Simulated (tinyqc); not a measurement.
Orbital energy against energy difference: ionisation energy by orbital energies and by energy differences in the 6-31g basis, for H2O, spin multiplicity 1. Computed by the program tinyqc with PySCF. The cation is unrestricted; errors are against CCSD(T) in this basis, not against experiment.

Geometry (angstrom):
```
atom       x        y       z
O     0.0000   0.0000  0.0000
H     0.0000   0.7430  0.5810
H     0.0000  -0.7430  0.5810
```

CCSD(T) difference in the same basis = 11.9396 eV

IP-EOM-CCSD = 11.7042 eV

First vertical ionisation energy (eV):
```
method     -e(HOMO)  E(cation) - E  error of -e(HOMO)  error of the difference
HF          13.6725      11.042284             1.7329                  -0.8974
PBE          6.2302      12.458072            -5.7095                   0.5184
B3LYP        7.9866      12.515940            -3.9531                   0.5763
PBE0         8.3512      12.400685            -3.5885                   0.4610
CAM-B3LYP    9.8783      12.505048            -2.0614                   0.5654
LC-wPBE     11.3156      12.540182            -0.6240                   0.6005
```

Estimate the missing row, method = LDA.

Computed row:
```
method  -e(HOMO)  E(cation) - E  error of -e(HOMO)  error of the difference
LDA       6.3048      12.772513            -5.6348                   0.8329
```

Koopmans errs by +1.73 eV and Delta-HF by -0.90 eV: relaxation, 2.63 eV, lowers the value and the missing correlation difference works against it. The PBE level is off by -5.7 eV through the wrong tail of its potential, though its energy difference is off by +0.52 eV; exact exchange deepens the level, and among the orbital energies LC-wPBE comes closest; among the differences PBE0 does.
